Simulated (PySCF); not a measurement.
P2, SMILES P#P (connectivity only; charge and spin as stated), charge +1, multiplicity 2.

Coordinates come from a B3LYP-D3(BJ)/def2-TZVPD optimisation. The spin state was assumed, not searched.

Calculation: M06-2X/def2-TZVPD run with PySCF.

Gas-phase values at a fixed geometry.

total energy: -682.29173 hartree
point group: D∞h
α spin, highest occupied and lowest empty level: -16.11 and -9.22 eV
β spin, highest occupied and lowest empty level: -15.72 and -11.55 eV
dipole moment about the centre of nuclear charge: 0.00 D
⟨S²⟩: 0.752 (pure state 0.75)
